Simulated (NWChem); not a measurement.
AlF3; SMILES [F][Al]([F])[F]

```xyz
4

Al     0.0000     0.0000     0.0000
F     -0.4681    -1.5906     0.0000
F     -1.1434     1.2007     0.0000
F      1.6116     0.3899     0.0000
```
Atoms are numbered in this order, from 1.

Program: NWChem. Pople sets run with spherical d functions. STO-3G and 3-21G are far too small for this property and stand as cheap habits. The geometry was optimised at PBE-D3(BJ)/def2-SVP. Vertical excitations in the gas phase; the lowest state need not have the same character in each row.

For level PBE/6-31G*, TDA:

| Item | Value |
|---|---|
| lowest excitation, singlet (eV) | 6.80 |
| lowest state with f > 0.02, singlet (eV) | 7.55 |
| orbital gap (eV) | 6.70 |

Task: What are these values for level PBE/3-21G, TDA?

Result: The lowest excitation, singlet (eV) is 6.33 and the lowest state with f > 0.02, singlet (eV) is 7.03. The orbital gap (eV) comes out as 6.21.
